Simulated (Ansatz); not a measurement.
System: OCl, net charge 1, triplet state. 
Structure (B3LYP-D3(BJ)/def2-TZVP (Ansatz, a quantum-chemistry and plane-wave program) minimum search):
```
Cl
O 1 1.4807
```
Charge +1, spin multiplicity 3.

Basis-set convergence of Hartree-Fock and CCSD correlation energies (hartree) with Ansatz. Correlated levels leave the core frozen unless marked. Open shells are spin-unrestricted. No spin-orbit coupling. No relativistic terms.

```tsv
basis	functions	E(HF)	E(corr, CCSD)
def2-SVPD	50	-533.65766	-0.32341
def2-TZVPPD	91	-533.92509	-0.40119
def2-QZVPPD	145	-533.94156	-0.42860
```

Extrapolating the two largest sets (X = 3 and 4) as X^-3: E(corr) = (64·(-0.42860) - 27·(-0.40119))/37 = -0.4486 Eh, an estimate of the basis-set limit. The largest set recovers 95.5 % of it, the smallest 72.1 %.
